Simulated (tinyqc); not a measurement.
Worked calculation: RHF in the sto-3g basis, for CH3-, spin multiplicity 1. The basis has no diffuse functions, so it cannot describe the extra electron: this is an exercise in the method, not the real anion. One step of it, computed by the program tinyqc.

Problem. Iteration 1: diagonalisation and new density. Diagonalise F' = X^T F X, C = X C', fill 5 alpha and 5 beta electrons from the bottom; D = 2 C_occ C_occ^T. Each column has its largest component positive (the first on a tie).

Fock matrix F (hartree):
```
            1C 1s      1C 2s     1C 2px     1C 2py     1C 2pz      2H 1s      3H 1s      4H 1s
1C 1s   -9.851559  -2.722036   0.000008   0.000000   0.003203  -0.661425  -0.661806  -0.661806
1C 2s   -2.722036  -0.785337   0.000072   0.000000   0.015985  -0.420094  -0.420230  -0.420230
1C 2px   0.000008   0.000072   0.383768   0.000000  -0.000004  -0.176657   0.088352   0.088352
1C 2py   0.000000   0.000000   0.000000   0.383760   0.000000   0.000000  -0.152977   0.152977
1C 2pz   0.003203   0.015985  -0.000004   0.000000   0.468451   0.011272   0.011275   0.011275
2H 1s   -0.661425  -0.420094  -0.176657   0.000000   0.011272   0.021626  -0.147205  -0.147205
3H 1s   -0.661806  -0.420230   0.088352  -0.152977   0.011275  -0.147205   0.021482  -0.147296
4H 1s   -0.661806  -0.420230   0.088352   0.152977   0.011275  -0.147205  -0.147296   0.021482
```

X:
```
            1C 1s      1C 2s     1C 2px     1C 2py     1C 2pz      2H 1s      3H 1s      4H 1s
1C 1s    1.028369  -0.165772   0.000008   0.000000   0.001631   0.025425   0.025429   0.025429
1C 2s   -0.165772   1.412499  -0.000125   0.000000  -0.017404  -0.330990  -0.331180  -0.331180
1C 2px   0.000008  -0.000125   1.185281   0.000000   0.000006  -0.339159   0.169685   0.169685
1C 2py   0.000000   0.000000   0.000000   1.185302   0.000000   0.000000  -0.293816   0.293816
1C 2pz   0.001631  -0.017404   0.000006   0.000000   1.000780   0.014887   0.014897   0.014897
2H 1s    0.025425  -0.330990  -0.339159   0.000000   0.014887   1.254137  -0.030903  -0.030903
3H 1s    0.025429  -0.331180   0.169685  -0.293816   0.014897  -0.030903   1.254329  -0.030903
4H 1s    0.025429  -0.331180   0.169685   0.293816   0.014897  -0.030903  -0.030903   1.254329
```

Give: F' = X^T F X; orbital energies; coefficients C; D after iteration 1.

Solution.

F' = X^T F X (hartree):
```
         1        2        3        4        5        6        7        8
1  -9.6057  -1.5887   0.0000   0.0000   0.0058  -0.0895  -0.0896  -0.0896
2  -1.5887   0.3084  -0.0001   0.0000  -0.0132  -0.4290  -0.4292  -0.4292
3   0.0000  -0.0001   0.7814   0.0000   0.0000  -0.5274   0.2638   0.2638
4   0.0000   0.0000   0.0000   0.7814   0.0000   0.0000  -0.4568   0.4568
5   0.0058  -0.0132   0.0000   0.0000   0.4699   0.0210   0.0210   0.0210
6  -0.0895  -0.4290  -0.5274   0.0000   0.0210   0.5000  -0.0760  -0.0760
7  -0.0896  -0.4292   0.2638  -0.4568   0.0210  -0.0760   0.5001  -0.0760
8  -0.0896  -0.4292   0.2638   0.4568   0.0210  -0.0760  -0.0760   0.5001
```

orbital energies (hartree): MO1 -9.8611, MO2 -0.2617, MO3 0.0246, MO4 0.0246, MO5 0.4687, MO6 1.1748, MO7 1.3328, MO8 1.3329

coefficients C:
```
            MO1      MO2      MO3      MO4      MO5      MO6      MO7      MO8
1C 1s    0.9907  -0.1990   0.0000   0.0000  -0.0154  -0.2564   0.0003   0.0000
1C 2s    0.0418   0.4969   0.0001   0.0000   0.0656   1.4487  -0.0021   0.0000
1C 2px   0.0000  -0.0001   0.4535   0.0000   0.0000   0.0014   1.1712   0.0000
1C 2py   0.0000   0.0000   0.0000   0.4535   0.0000   0.0000   0.0000   1.1713
1C 2pz  -0.0009  -0.0169   0.0000   0.0000   0.9980  -0.0788   0.0001   0.0000
2H 1s   -0.0084   0.3031   0.5779   0.0000  -0.0117  -0.7028  -0.9382   0.0000
3H 1s   -0.0085   0.3032  -0.2889   0.5004  -0.0117  -0.7011   0.4706  -0.8135
4H 1s   -0.0085   0.3032  -0.2889  -0.5004  -0.0117  -0.7011   0.4706   0.8135
```

D after iteration 1:
```
          1C 1s    1C 2s   1C 2px   1C 2py   1C 2pz    2H 1s    3H 1s    4H 1s
1C 1s    2.0425  -0.1170   0.0000   0.0000  -0.0257  -0.1370  -0.1370  -0.1370
1C 2s   -0.1170   0.5060   0.0000   0.0000   0.1141   0.2991   0.2991   0.2991
1C 2px   0.0000   0.0000   0.4114   0.0000   0.0000   0.5241  -0.2620  -0.2620
1C 2py   0.0000   0.0000   0.0000   0.4114   0.0000   0.0000   0.4539  -0.4539
1C 2pz  -0.0257   0.1141   0.0000   0.0000   1.9926  -0.0336  -0.0336  -0.0336
2H 1s   -0.1370   0.2991   0.5241   0.0000  -0.0336   0.8521  -0.1496  -0.1496
3H 1s   -0.1370   0.2991  -0.2620   0.4539  -0.0336  -0.1496   0.8520  -0.1497
4H 1s   -0.1370   0.2991  -0.2620  -0.4539  -0.0336  -0.1496  -0.1497   0.8520
```
